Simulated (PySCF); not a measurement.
## Sulfur: a sound run and one with changed settings

Sound run: S [Ne] 3s2 3p4, S⁺ [Ne] 3s2 3p3. Computed with PySCF 2.14 in def2-TZVP (5s5p2d1f, 37 functions), with no relativity, point nucleus. In the sound run the correlated levels freeze [Ne]. The sound run starts from symmetry-adapted Hartree-Fock orbitals and uses a fine grid where one is needed.

A second run was set up differently.

```tsv
species	method	sound run (hartree)	changed run (hartree)	converged
S	UHF	-397.50196	-393.13022	yes
S	PBE	-397.93833	-393.47892	yes
S	B3LYP	-398.13237	-393.67264	yes
S	MP2	-397.61612	-393.13022	yes
S⁺	UHF	-397.16268	-392.92422	yes
S⁺	PBE	-397.55541	-393.21771	yes
S⁺	B3LYP	-397.74484	-393.40787	yes
S⁺	MP2	-397.25032	-392.92422	yes
```

Ionisation energy of S:

```csv
method,sound run (eV),changed run (eV)
UHF,9.232,5.606
PBE,10.420,7.108
B3LYP,10.545,7.205
MP2,9.954,5.606
SCS-MP2,10.028,5.606
```

(1) What was changed?
A. minimal basis
B. a valence shell is frozen
C. radial grid too coarse
D. too few SCF iterations

## Answers

(1) A. It used basis STO-3G. A minimal basis cannot let orbitals breathe on ionisation and holds almost no correlation.
